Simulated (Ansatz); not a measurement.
One change: `N=CCO` becomes `N=CCN`.

Ansatz, PBE0-D4/def2-TZVP geometries, multiplicity 1. Each molecule was computed in one conformer, which needn't be the lowest.

| property | `N=CCO` |
| --- | --- |
| LUMO energy (PBE/def2-TZVPP) / eV | -1.55 |
| HOMO–LUMO gap (PBE/def2-TZVPP) / eV | 4.61 |
| size of the dipole moment (PBE/def2-TZVPP) / D | 2.96 |
| HOMO energy (ωB97M-V/def2-TZVPP) / eV | -10.24 |
| LUMO energy (B3LYP/def2-TZVPP) / eV | -0.70 |
| HOMO energy (B3LYP/def2-TZVPP) / eV | -7.57 |

(1) Give the same properties after the change, and the shifts. (Estimate.)

Results:

(1) Ansatz gave: 
| property | `N=CCN` | shift |
| --- | --- | --- |
| LUMO energy (PBE/def2-TZVPP) / eV | -1.23 | 0.32 |
| HOMO–LUMO gap (PBE/def2-TZVPP) / eV | 4.29 | -0.32 |
| size of the dipole moment (PBE/def2-TZVPP) / D | 1.99 | -0.97 |
| HOMO energy (ωB97M-V/def2-TZVPP) / eV | -9.45 | 0.79 |
| LUMO energy (B3LYP/def2-TZVPP) / eV | -0.36 | 0.34 |
| HOMO energy (B3LYP/def2-TZVPP) / eV | -6.80 | 0.77 |

With PBE0 the HOMO rises by 0.79 eV and the LUMO rises by 0.34 eV, so the gap narrows by about 0.45 eV. PBE moves the HOMO by 0.65 eV and ωB97M-V by 0.79 eV. The zero-point energy changes by 32.7 kJ/mol with +3 modes. Dipoles are sizes alone; their direction can turn.

B3LYP here is the variant with VWN-RPA as its local correlation; programs differ in this.
